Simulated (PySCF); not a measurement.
# BClH3P: the cost of one run

Computed with PySCF 2.14.0, with density-fitted response routines of our own, on a single molecule in the gas phase. Atoms count from 0, in the outputs and in this text.

## Step 1: The molecule as given

6 atoms, charge 0, multiplicity 1; geometry from: GFN2-xTB. The atoms were then displaced at random by about 0.01 Å, so the start is not that level's minimum.

Bonds of the start (Å): P0–B1 1.86, B1–Cl2 1.68, P0–H3 1.35, P0–H4 1.40, B1–H5 1.18.

## Step 2: Relaxing the molecule at PBE0-D3(BJ)/def2-SVP

Job settings and geometry (Å):

```
{"job": {"xc": "PBE0", "basis": "def2-SVP", "d3": "d3bj", "grid": 1, "shake": 0.01, "kind": "geom"}, "charge": 0, "multiplicity": 1}
P     -0.966000    -0.187200    -0.554130
B      0.777400     0.254260    -0.069180
Cl     1.900060    -0.979390     0.152880
H     -1.181030    -1.244990     0.258380
H     -1.655570     0.750190     0.216720
H      1.149310     1.377120    -0.049340
```

Launch:

```sh
$ OMP_NUM_THREADS=1 python probes_run.py task.json out
```

One launch serves the whole session: the jobs run in the order shown.

Q: Estimate the wall time of this first job on 1 thread of Arm Neoverse V1, shared host.

About 6.8 s.
